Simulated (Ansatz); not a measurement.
# C2F3N: the cost of one run

All numbers below are computed with Ansatz 0.2.0 (RKS B3LYP-D4/cc-pVDZ).

### 1 Starting point

Bond lengths: N1–C2 1.228 Å, C2–C3 1.488 Å, C3–F4 1.259 Å, C3–F5 1.375 Å, C3–F6 1.367 Å. Angles: N1–C2–C3 179.1°, C2–C3–F4 111.7°, C2–C3–F5 109.6°, C2–C3–F6 110.5°, F4–C3–F5 106.9°, F4–C3–F6 111.0°, F5–C3–F6 107.1°.

Structure file:

```xyz
6

N     1.0664   -1.7672    0.9157
C     0.4701   -0.8146    0.4216
C    -0.2437    0.3356   -0.1972
F    -1.2803   -0.0344   -0.8092
F     0.5729    0.9393   -1.1241
F    -0.5432    1.2773    0.7471
```

### 2 Relaxing the start

Contents of input.yaml:

```yaml
crystal:
  periodic: [false, false, false]
  atoms:
    - { symbol: "N", position_ang: [1.0664, -1.7672, 0.9157] }
    - { symbol: C, position_ang: [0.4701, -0.8146, 0.4216] }
    - { symbol: C, position_ang: [-0.2437, 0.3356, -0.1972] }
    - { symbol: F, position_ang: [-1.2803, -0.0344, -0.8092] }
    - { symbol: F, position_ang: [0.5729, 0.9393, -1.1241] }
    - { symbol: F, position_ang: [-0.5432, 1.2773, 0.7471] }
basis:
  gaussian: { orbitals: cc-pVDZ }
hamiltonian:
  xc: b3lyp
  dispersion: d4
relax:
  f_tol: 0.02
  max_steps: 40
scf:
  lower_state_search: "off"
output:
  orbitals: {}
```

The run is started by

```sh
$ ansatz run input.yaml --threads 1 --pin off --max-ram 2048MiB --backend cpu --events-out ev --progress --plain --runs-dir out
```

What time and memory should one allow on 1 thread of Arm Neoverse V1, shared host?

About 11 s, with a peak of 0.14 GiB.
